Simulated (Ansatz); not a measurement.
# C3H5NO: basis-set convergence

Aim: see how fast density functionals converge with the basis set for C3H5NO.

The runs use Ansatz 0.2.0, Gaussian basis; one geometry, several basis sets.

Levels to be run: PBE0-D4/def2-SVP; ωB97M-V/def2-SVP; PBE0-D4/def2-QZVPP; ωB97M-V/def2-QZVPP; the functionals' def2-TZVPP values are taken from earlier runs.

## 1. The relaxed structure

An earlier PBE0-D4 in a triple-zeta def2 set relaxation fixed the geometry.

10 atoms, charge 0, spin multiplicity 1.

Atoms are counted from 1 here; the program's logs count them from 0.

Bond lengths: O1–C2 1.327 Å, O1–H6 0.967 Å, C2–N3 1.278 Å, C2–C5 1.487 Å, N3–C4 1.491 Å, C4–C5 1.548 Å, C4–H7 1.092 Å, C4–H8 1.092 Å, C5–H9 1.091 Å, C5–H10 1.091 Å. Angles: C2–O1–H6 107.5°, O1–C2–N3 129.2°, O1–C2–C5 129.4°, N3–C2–C5 101.4°, C2–N3–C4 89.1°, N3–C4–C5 89.7°, N3–C4–H7 112.8°, N3–C4–H8 112.8°, C5–C4–H7 115.4°, C5–C4–H8 115.4°, H7–C4–H8 109.7°, C2–C5–C4 79.8°, C2–C5–H9 115.8°, C2–C5–H10 115.8°, C4–C5–H9 116.5°, C4–C5–H10 116.5°, H9–C5–H10 109.8°.

## 2. PBE0-D4 in def2-SVP

File in.yaml:

```yaml
crystal:
  periodic: [false, false, false]
  atoms:
    - {symbol: O, position_ang: [-1.072995, 1.811395, -0.123093]}
    - {symbol: C, position_ang: [-0.482226, 0.624003, -0.169686]}
    - {symbol: N, position_ang: [-0.691099, -0.350952, -0.968937]}
    - {symbol: C, position_ang: [0.367828, -1.126159, -0.261051]}
    - {symbol: C, position_ang: [0.597568, 0.072326, 0.691798]}
    - {symbol: H, position_ang: [-1.731919, 1.836662, -0.831015]}
    - {symbol: H, position_ang: [1.210582, -1.377548, -0.907748]}
    - {symbol: H, position_ang: [-0.016668, -2.032020, 0.211411]}
    - {symbol: H, position_ang: [0.337634, -0.081499, 1.739967]}
    - {symbol: H, position_ang: [1.564294, 0.572692, 0.621354]}
basis:
  gaussian: {orbitals: def2-SVP}
hamiltonian: {xc: pbe0, dispersion: d4}
output: {orbitals: {seedname: orbitals}}
```

Run with:

```bash
ansatz run in.yaml --threads 2 --pin off --events-out ev --progress --plain --max-ram 4352MiB
```

After this run come: ωB97M-V in def2-SVP; PBE0-D4 in def2-QZVPP; ωB97M-V in def2-QZVPP.

**Question.** What will the summary of the whole plan be? Wanted: PBE0-D4: double and triple zeta above quadruple; ωB97M-V: double and triple zeta above quadruple.

The runs gave:

| quantity | value |
| --- | --- |
| PBE0-D4: double and triple zeta above quadruple | 8.01, 0.37 eV |
| ωB97M-V: double and triple zeta above quadruple | 8.28, 0.35 eV |

What this shows: PBE0-D4 gains 7.64 eV from double to triple zeta, then 0.37 eV more. Total energies overstate the basis error of differences, where much of it tends to cancel. The LUMO of ωB97M-V is positive and keeps falling with the basis (3.30 to 1.89 eV): an unbound level that the basis holds in place.
